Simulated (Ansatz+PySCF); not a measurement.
# singlet CH2O2: levels of theory in one basis

```xyz
5

C    -0.0126   -0.3799   -0.0539
O    -0.0030   -0.3736    1.0519
O    -0.0154    0.6585   -0.9479
H    -0.0200   -1.2939   -0.6847
H    -0.0399    1.4150   -0.3451
```

Basis set: def2-SVP (spherical functions). Correlated methods keep 3 orbitals frozen. Charge 0, multiplicity 1.

Computed with Ansatz (development build ahead of 0.2.0); each method stands on the lowest determinant of its kind that the runs found.

```csv
method,E − E(RHF) (eV),<S²> of the determinant
RHF,0.00,0.00
RHF-CCSD,-13.74,–
RHF-CCSD(T),-14.11,–
```

Task: What does RHF-MP2 give on the same scale?

Result: -13.36 eV.

Task: Is a single determinant a sound starting point here?

Result: By this sign, yes. Unrestricted orbitals gain 0.00 eV and <S²> is 0.00 against 0.00 for a pure state.
